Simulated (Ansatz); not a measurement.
Which is lower?

The two ends of one reaction step of CH2Cl2, singlet (PBE0-D4/def2-TZVP).

A:

C1  (-0.215, -0.711, 0.537)
Cl2  (-0.186, -0.698, 2.243)
Cl3  (-0.736, -2.239, -0.017)
H4  (0.481, 1.534, -1.162)
H5  (0.656, 2.114, -1.601)
(Å)

B:

```
atom    x (Å)    y (Å)    z (Å)
  C1   0.0568   0.1034  -0.0843
 Cl2  -0.0356   0.2198   1.6718
 Cl3  -0.6143  -1.4022  -0.7077
  H4   1.1027   0.1520  -0.3717
  H5  -0.5096   0.9271  -0.5080
```

Program: Ansatz 0.2.0. Basis: def2-TZVPP. Cores are frozen in the correlated methods. B3LYP uses VWN-RPA correlation.

Q: Which structure is lower at CCSD(T), and by how much? (An estimate is asked for; the value comes from the calculation.)

A: The calculation gives: B, by 83.82 kcal/mol (electronic energy, against the other). By their contacts, A is a complex of CCl₂ + H₂ and B is CH₂Cl₂ ([Cl][CH2][Cl]).

All methods give the same order:

```
      method  E(B) − E(A) (kcal/mol)
       SPW92                  -90.99
      PBE-D4                  -81.41
     BLYP-D4                  -76.50
   r2SCAN-D4                  -83.97
      B97M-V                  -81.69
     PBE0-D4                  -88.03
    B3LYP-D4                  -82.83
  r2SCAN0-D4                  -88.91
    BHLYP-D4                  -88.79
CAM-B3LYP-D4                  -87.47
     wB97X-V                  -87.49
     wB97M-V                  -84.86
      B2PLYP                  -84.22
    PBE-QIDH                  -91.14
  RPA on PBE                  -78.69
          HF                  -86.32
         MP2                  -89.35
        CCSD                  -86.14
     CCSD(T)                  -83.82
```

The T1 diagnostic stays at or below 0.020. The restricted Hartree–Fock reference is unstable towards an unrestricted one at one or more of these structures.

Labels in which every atom is bracketed show which atoms are joined, not bond orders.

For scale, one of the runs: CCSD(T)/def2-TZVPP, 143 basis functions, launched by `ansatz run in.yaml --threads 2 --pin off --events-out ev --progress --plain --max-ram 4352MiB`. Time: 21 s of wall clock on 2 CPU threads of an Arm Neoverse N1; the host was shared. Peak host memory: 0.78 GiB.
